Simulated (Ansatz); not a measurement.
# BC (quartet): from Hartree-Fock to the top rungs, def2-QZVPP

An exercise on one series of results from a longer session: the logs are not shown, and one member is left open.

Computed with Ansatz 0.2.0, Gaussian basis. Level: def2-QZVPP, core rule «outside noble gas», up to 2 orbitals frozen.

The runs, in order: UHF; ROHF; CCSD(T) on UHF.

2 further runs of the same task are left out: 2 set aside as unsound or not needed.

### The geometry

The geometry is a PBE0/def2-TZVP stationary point (not a proven minimum) of the parent state, kept for this charge and spin.

2 atoms, charge 0, spin multiplicity 4.

Atoms are counted from 1 here; the program's logs count them from 0.

Bond lengths: B1–C2 1.489 Å.

Set-up of the first run:

Contents of in.yaml:

```yaml
crystal:
  periodic: [false, false, false]
  atoms:
    - {symbol: B, position_ang: [0.000000, 0.000000, 0.000000]}
    - {symbol: C, position_ang: [0.000000, 0.000000, 1.488912]}
basis:
  gaussian: {orbitals: "def2-QZVPP.json"}
magnetization: {spin_polarized: true, initial_magnetization: 3}
hamiltonian: {xc: hf}
output: {orbitals: {seedname: orbitals}}
```

On the command line:

```bash
ansatz run in.yaml --threads 1 --pin off --events-out ev --progress --plain --max-ram 2393MiB
```

Steps of the session up to this table: UHF; ROHF; CCSD(T) on UHF.

One of the session's tables, all rows but one given; the rest of the session is left out.

It belongs to the step «Misses and costs». 

| method | from UCCSD(T) (meV) |
| --- | --- |
| ROHF | ? |
| UHF | +5603.4 |
| UMP2 | +1067.2 |
| UCCSD | +348.6 |
| UCCSD(T) | 0 |

Q: Estimate the row for ROHF from the others.

**Answer.** from UCCSD(T) (meV): +5660.7. In the column «from UCCSD(T) (meV)» it is the highest.
